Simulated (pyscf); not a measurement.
H₂N–NH₂ (SMILES NN) + SiH₃• (SMILES [SiH3]) -> H₂N–SiH₃ (SMILES N[SiH3]) + NH₂• (SMILES [NH2]), a substitution at N (doublet surface; N–N broken, N–Si formed). Optimised with ωB97X-D3(BJ)/def2-SVP in PySCF. MP2 and CC: frozen core, UHF for open shells. ΔMP2 is the change of the MP2 total energy from the triple- to the quadruple-zeta basis. Energies in eV from the separated reactants.

AM1 to PM7: differences of heats of formation from MOPAC. Open shells are spin-unrestricted. 

### Question
Quick PM6 single points give ΔE‡ = -0.56 eV and ΔE = -1.36 eV. What does CCSD(T)/def2-TZVPP + ΔMP2(QZVPP) give, and how far is the quick result from it?

### Answer
CCSD(T)/def2-TZVPP + ΔMP2(QZVPP) gives ΔE‡ = 0.23 eV and ΔE = -1.50 eV. PM6 lies 0.79 eV under it in the barrier and 0.14 eV over it in the reaction energy, so on this step it does not hold to within 0.13 eV. At PM6 this geometry lies under one side, so its ΔE‡ may be no barrier of that level. CCSD(T)/def2-TZVPP + ΔMP2(QZVPP) has limits of its own. On the reactant side the descent ends in a complex, 0.20 eV under the separated species and 0.50 eV under the saddle at ωB97X-D3(BJ)/def2-TZVP. This is the saddle that the search found; another between the same sides may lie lower. The angle at the attacked N is 133°. The CCSD(T) − MP2 part came from Ansatz, without density fitting, on the same reference. A UHF reference is spin-contaminated (<S²> up to 0.88), which harms MP2 most.
